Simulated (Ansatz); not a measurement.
Frontier orbitals of C3H7NO2, SMILES `CO/C=C(/N)O`.

Charge 0, multiplicity 1. The structure was optimised at the PBE0-D4/def2-TZVP level. It is one conformer, not always the lowest. Basis def2-TZVPP, Ansatz.

```tsv
functional	HOMO (eV)	LUMO (eV)	gap (eV)
PBE	-4.31	0.26	4.57
B97M-V	-4.58	0.49	5.07
PBE0	-5.51	1.12	6.63
r2SCANh	-4.95	1.20	6.15
CAM-B3LYP	-6.86	1.86	8.72
ωB97M-V	-7.73	2.52	10.25
```

A quarter of exact exchange (PBE0) shifts PBE's HOMO by −1.20 eV and its LUMO by +0.86 eV; full exchange at long range (ωB97M-V) shifts them by −3.43 and +2.26 eV. The gap opens from 4.57 to 10.25 eV, since occupied levels lose self-interaction and empty ones feel all the electrons. A positive LUMO is unbound and depends on the basis.
